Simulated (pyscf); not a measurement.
Single points on ωB97X-D3(BJ)/def2-SVP structures (PySCF, gas phase). Correlated levels are frozen-core, on RHF or UHF. ΔMP2 is the change of the MP2 total energy from the triple- to the quadruple-zeta basis.

SMILES: C=C=CO
```xyz
8

C     -1.1912    -0.0827    -2.2922
C     -0.8218     0.5415    -1.1983
C     -0.4514     1.1630    -0.0994
O     -0.2522     2.5031     0.0494
H     -2.2501    -0.2516    -2.5271
H     -0.4554    -0.4648    -3.0114
H     -0.2658     0.6139     0.8299
H     -0.4282     2.9353    -0.7958
```
Charge 0, spin multiplicity 1.

**Question.** How much does it cost (ΔH, 298 K, CCSD(T)/def2-TZVPP + ΔMP2(QZVPP)) to split H₂C=C=CH–OH (SMILES C=C=CO) at its C–O bond into HC≡C–CH₂• + OH•?

**Answer.** C–O to HC≡C–CH₂• + OH•: 83.7 kcal/mol. The radicals are drawn with the spin at the cut bond; how far it spreads was not checked. H₂C=C=CH–OH lies 26.4 kcal/mol over its isomer H₃C–CH=C=O, and others may lie lower still (electronic energy, ωB97M-D3(BJ)). Other isomers of HC≡C–CH₂• were not searched in full and may lie lower. The CCSD(T) − MP2 part came from Ansatz, without density fitting, on the same reference. A UHF reference is spin-contaminated (<S²> up to 0.98), which harms MP2 most. Left out: the spin-orbit lowering of OH.
